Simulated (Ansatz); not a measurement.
# AlH₄+ (singlet): the correlation ladder at scale of all distances = 1.517, cc-pVDZ

How much of the correlation energy of AlH₄+ (singlet) does each wave-function method recover here?

Computed with Ansatz 0.2.0, Gaussian basis. Level: cc-pVDZ, core rule «outside noble gas», up to 5 orbitals frozen.

The runs, in order: UHF; CCSD(T) on RHF; CCSD(T) on UHF; BCCD(T) on RHF; CISD; CCSDT(Q) on RHF; CCSDT(Q) on UHF; CASSCF and MRCISD+Q, 2 electrons in 2 orbitals; CASSCF and NEVPT2, 2 electrons in 2 orbitals; CASSCF and MRCISD+Q, 6 electrons in 8 orbitals; CASSCF and NEVPT2, 6 electrons in 8 orbitals; Full CI.

17 further runs of the same task are left out: 6 for a known fault of the program, 10 that didn't finish, 1 set aside as unsound or not needed.

### Step 1. The geometry

The geometry derives from a PBE0/def2-TZVP stationary point (not a proven minimum). All distances are scaled together.

5 atoms, charge 1, spin multiplicity 1.

Atoms are counted from 1 here; the program's logs count them from 0.

No contacts short enough for the rule that draws bonds.

### Step 2. UHF

File in.yaml:

```yaml
crystal:
  periodic: [false, false, false]
  atoms:
    - {symbol: Al, position_ang: [0.000000, 0.000000, -0.179946]}
    - {symbol: H, position_ang: [0.000000, -0.583729, 2.916328]}
    - {symbol: H, position_ang: [0.000000, 0.583732, 2.916327]}
    - {symbol: H, position_ang: [0.000000, 2.331530, -0.507849]}
    - {symbol: H, position_ang: [0.000000, -2.331531, -0.507846]}
basis:
  gaussian: {orbitals: cc-pVDZ}
total_charge: 1
magnetization: {spin_polarized: true, initial_magnetization: 0}
hamiltonian: {xc: hf}
output: {orbitals: {seedname: orbitals}}
```

Started as:

```
> ansatz run in.yaml --threads 1 --pin off --events-out ev --progress --plain --max-ram 2393MiB
```

The runs that follow: CCSD(T) on RHF; CCSD(T) on UHF; BCCD(T) on RHF; CISD; CCSDT(Q) on RHF; CCSDT(Q) on UHF; CASSCF and MRCISD+Q, 2 electrons in 2 orbitals; CASSCF and NEVPT2, 2 electrons in 2 orbitals; CASSCF and MRCISD+Q, 6 electrons in 8 orbitals; CASSCF and NEVPT2, 6 electrons in 8 orbitals; Full CI.

Q: Predict the results of all the runs planned. Wanted: FCI below the RHF energy; RMP2 from FCI; UMP2 from FCI; RCCSD from FCI; RCCSD(T) from FCI; UCCSD(T) from FCI; RCCSDT(Q) from FCI; UCCSDT(Q) from FCI; NEVPT2 pair from FCI.

The runs gave:

```
                         quantity                                                                                      value
         FCI below the RHF energy                                                                                 -4.3445 eV
                    RMP2 from FCI                                                                                +1687.8 meV
                    UMP2 from FCI                                                                                +1255.3 meV
                   RCCSD from FCI                                                                                 +145.2 meV
                RCCSD(T) from FCI                                                                                  +16.3 meV
                UCCSD(T) from FCI                                                                                 +179.5 meV
               RCCSDT(Q) from FCI                                                                                   -1.0 meV
               UCCSDT(Q) from FCI                                                                                   +0.6 meV
             NEVPT2 pair from FCI                                                                                 +847.5 meV
           MRCISD+Q pair from FCI                                                                                  -93.8 meV
          NEVPT2 valence from FCI                                                                                 +212.3 meV
levels within 1 kcal/mol (43 meV)  RCCSD(T), BCCD(T), RCCSDT, UCCSDT, RCCSDT(Q), UCCSDT(Q), MRCISD valence, MRCISD+Q valence
                    T1 diagnostic                                                                                      0.053
   effectively unpaired electrons                                                                                       0.92
```

**Reading.** RCCSD(T) lands +16.3 meV from the yardstick (0.4 % of the correlation energy). CCSD(T) misses by +16.3 meV on the restricted determinant and by +179.5 meV on the unrestricted one; the two need not hold the same state or core. RCCSDT, MRCISD+Q pair fall below full CI, which methods that aren't variational can do. The occupations show strong static correlation (0.9 unpaired electrons where one determinant has 0). Coupled cluster on one determinant still stays close here. Of the multireference levels listed MRCISD+Q valence comes nearest in total energy (+18.4 meV), which doesn't show that its space is the better one. These misses are within one basis, not against nature.
